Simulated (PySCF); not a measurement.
## Constants of Cl₂, step by step

State: singlet, closed shell. De refers to Cl + Cl. RHF-based CCSD(T) in PySCF 2.14 with Cl cc-pV(T+d)Z and Cl cc-pV(Q+d)Z (frozen core orbitals: 10; no relativity). Correlation energies are extrapolated as n⁻³ (n = 3, 4), Hartree–Fock as (n+1)·exp(−9√n). CV is the change on freezing 2 orbitals instead, in Cl cc-pwCVTZ. SR is the spin-free X2C energy in Cl cc-pVTZ-DK less the non-relativistic one in Cl cc-pVTZ.

| Level | Re (Å) | ωe (cm⁻¹) | ωexe (cm⁻¹) | αe (cm⁻¹) | De (eV) |
| --- | --- | --- | --- | --- | --- |
| CCSD(T)/TZ | 2.0079 | 549.1 | 2.64 | 0.00145 | 2.310 |
| CCSD(T)/QZ | 1.9966 | 557.4 | 2.64 | 0.00146 | 2.461 |
| HF/CBS | 1.9729 | 616.5 | 1.95 | 0.00118 | 0.835 |
| MP2/CBS | 1.9747 | 588.1 | 2.31 | 0.00135 | 2.778 |
| CCSD/CBS | 1.9827 | 579.3 | 2.38 | 0.00137 | 2.358 |
| CCSD(T)/CBS | 1.9903 | 563.0 | 2.63 | 0.00146 | 2.563 |
| CCSD(T)/CBS+CV | 1.9867 | 564.9 | 2.62 | 0.00146 | 2.578 |
| CCSD(T)/CBS+CV+SR | 1.9873 | 563.8 | 2.62 | 0.00146 | 2.571 |

How much is left between CCSD(T)/QZ and the basis-set limit, and how much do the triples give at the limit?

CCSD(T)/CBS less CCSD(T)/QZ: -6.3 mÅ in Re, +5.6 cm⁻¹ in ωe and +0.102 eV in De. CCSD(T)/CBS less CCSD/CBS: +7.6 mÅ in Re, -16.3 cm⁻¹ in ωe and +0.205 eV in De.

What do the later terms add?

CV: -3.6 mÅ in Re, +1.9 cm⁻¹ in ωe and +0.015 eV in De; SR: +0.6 mÅ in Re, -1.1 cm⁻¹ in ωe and -0.007 eV in De, each against the row above.

Measured (Huber and Herzberg, Constants of Diatomic Molecules (1979)): Re = 1.9879 Å, ωe = 559.72 cm⁻¹, ωexe = 2.675 cm⁻¹. The last row is off by -0.6 mÅ and 4.1 cm⁻¹.

The T1 diagnostic is 0.008. The open-shell atoms are computed with UHF. Spin–orbit coupling, excitations beyond (T) and corrections to the Born–Oppenheimer picture are left out.

The whole job (state search and all basis sets along the bond) took about 8 min on 4 threads of Intel Xeon Platinum 8375C @ 2.90GHz (shared host), peak memory 5.4 GiB.
